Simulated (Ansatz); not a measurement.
Geometry optimisation, Ansatz 0.2.0, UKS B3LYP-D4/cc-pVDZ.

Input:

```yaml
crystal:
  periodic: [false, false, false]
  atoms:
    - { symbol: "N", position_ang: [-1.27915, 0.73074, -1.11433] }
    - { symbol: B, position_ang: [-0.05988, 0.28937, -1.01761] }
    - { symbol: Si, position_ang: [0.55532, -0.41063, 0.79654] }
    - { symbol: H, position_ang: [-2.12619, 0.86358, -0.60513] }
    - { symbol: H, position_ang: [0.74766, 0.26546, -1.86501] }
    - { symbol: H, position_ang: [1.97588, -0.13879, 1.04821] }
    - { symbol: H, position_ang: [-0.21203, 0.19266, 1.89407] }
    - { symbol: H, position_ang: [0.36084, -1.86581, 0.84767] }
magnetization:
  spin_polarized: true
  initial_magnetization: 1
basis:
  gaussian: { orbitals: cc-pVDZ }
hamiltonian:
  xc: b3lyp
  dispersion: d4
relax:
  f_tol: 0.015
  max_steps: 40
```

Run as:

```bash
$ ansatz run input.yaml --threads 1 --pin off --max-ram 2048MiB --backend cpu --events-out ev --progress --plain --runs-dir out
```

**Question.** Where does it end, and by what steps?

**Answer.** It converged. After 11 steps the energy has fallen by 0.103 eV; H4 moved furthest, 0.37 Å.

| step | energy less start (eV) | largest force component (eV/Å) | accepted |
| --- | --- | --- | --- |
| 0 | 0.0000 | 0.764 | yes |
| 1 | -0.0789 | 0.173 | yes |
| 2 | -0.0871 | 0.200 | yes |
| 3 | -0.0976 | 0.163 | yes |
| 4 | -0.1006 | 0.022 | yes |
| 5 | -0.1002 | 0.154 | no |
| 6 | -0.1000 | 0.100 | no |
| 7 | -0.1015 | 0.016 | yes |
| 8 | -0.1020 | 0.081 | yes |
| 9 | -0.1019 | 0.110 | no |
| 10 | -0.1029 | 0.016 | yes |
| 11 | -0.1030 | 0.007 | yes |

```xyz
8
Properties=species:S:1:pos:R:3
N -1.234 0.846 -1.057
B -0.081 0.200 -1.052
Si 0.543 -0.446 0.820
H -2.029 1.215 -0.558
H 0.629 -0.050 -1.999
H 1.881 0.155 1.130
H -0.424 -0.055 1.894
H 0.677 -1.939 0.808
```

Run time: 20 s on 1 thread of AMD EPYC 9R45 (Zen 5) (shared host), peak memory 0.17 GiB.
